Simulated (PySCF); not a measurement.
Species: C₅H₃S (doublet state).
Atom-mapped SMILES: `[CH2:1]=[C:2]1[C:3]=[CH:4][C:5]1=[S:6]` (hydrogens: H7, H8 on C1; H9 on C4)

Computed with UKS B3LYP, pcH-1 on C H S, non-relativistic, mean-field spin-orbit, GIAO (PySCF). Isolated species at its GFN2-xTB geometry, gas phase. GFN2-xTB frequencies show an imaginary mode (140i cm⁻¹), so this geometry is no minimum at that level. The geometry wasn't refined by DFT: couplings that depend on bond lengths, twists or pyramidal angles can differ widely from those at the functional's own minimum. Stability of the SCF solution: not tested.

Principal values of hyperfine tensors in MHz (contact, dipolar and spin–orbit terms together), for some of the nuclei:

```csv
atom,isotope,A1,A2,A3
C3,13C,332.89,354.21,542.28
C5,13C,112.74,119.79,130.22
H9,1H,7.09,10.38,25.53
C4,13C,-16.64,4.42,32.11
H8,1H,2.71,3.27,10.42
C1,13C,-5.55,-3.56,-3.13
H7,1H,1.63,1.72,7.07
S6,33S,-18.42,-2.38,17.18
```

Task: Split each tensor into its isotropic and traceless parts, and turn a_iso into mT with g = 2.0003.

Result: a_iso is a third of the trace, T = A − a_iso, and a(mT) = a(MHz)/(g × 13.996). The tensors hold a spin–orbit part: the run splits a_iso into a_FC + a_SO, and T includes its anisotropic share.

```
atom  a_iso (MHz)    a_FC   a_SO  a_iso (mT)      T1      T2      T3
  C3       409.79  409.69   0.10      14.638  -76.90  -55.58  132.48
  C5       120.92  121.10  -0.18       4.319   -8.18   -1.13    9.30
  H9        14.33   14.33   0.00       0.512   -7.24   -3.95   11.20
  C4         6.63    6.64  -0.01       0.237  -23.28   -2.21   25.48
  H8         5.47    5.46   0.01       0.195   -2.75   -2.20    4.95
  C1        -4.08   -4.09   0.01      -0.146   -1.47    0.52    0.95
  H7         3.47    3.47   0.00       0.124   -1.84   -1.75    3.59
  S6        -1.21   -1.20  -0.01      -0.043  -17.21   -1.17   18.38
```

Task: What spin density at the nucleus of H9 lies behind its contact coupling (g_N = 5.58569)?

Result: a_FC = (2μ0/3) gₑ μB g_N μN ρ(0)/(2S·h) = 800.24 MHz × g_N × ρ(0)/(2S), with ρ in bohr⁻³. With a_FC = 14.33 MHz and 2S = 1, ρ(0) = 0.003206 bohr⁻³. In magnitude that is 1.0 % of the 1/π = 0.318 of a free hydrogen atom.

Task: C2 (13C, g_N = 1.40482) isn't in the table. Its spin density at the nucleus is 0.03912 bohr⁻³. What is its contact coupling?

Result: By the same relation, a_FC = 44.0 MHz. The spin–orbit term adds +0.06 MHz. Its full tensor has the principal values 31.98, 35.24, 64.88 MHz.

Task: Name the largest traceless tensor T of the table and describe it.

Result: C3: -76.9, -55.6, 132.5 MHz (the dipolar term alone has -77.6, -55.1, 132.7), rhombic: the two smaller values differ by 16 % of the largest.

Task: In a single crystal, with the field along each principal axis of the tensor of C5 in turn, what first-order splitting does this nucleus give (isotropic g, quadrupole terms neglected)?

Result: 2 lines (I = 1/2), spaced by |A_i|/(g × 13.996): 4.03, 4.28, 4.65 mT along the axes of A1, A2 and A3.
